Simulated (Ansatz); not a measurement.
cyclo-(PH)3 (P₃H₃). The state is a singlet with charge 0. Geometry relaxed at PBE0-D4/def2-TZVP.

```xyz
6

P    -0.553   -1.002   -0.637
P     0.246    1.069   -0.715
P    -0.338    0.176    1.211
H     0.694   -1.659   -0.453
H     1.615    0.731   -0.544
H    -1.664    0.685    1.138
```

Q: Estimate the harmonic wavenumbers at RKS PBE0-D4/def2-TZVP (Ansatz, unscaled). Is this a minimum?

A: 407, 412, 548, 561, 606, 747, 782, 877, 895, 2388, 2390, 2407 cm⁻¹. Yes, no mode is imaginary beyond noise. Zero-point energy 77.9 kJ/mol. Hardware: 2 threads of Arm Neoverse V2 on a shared host. Wall time 47 s.
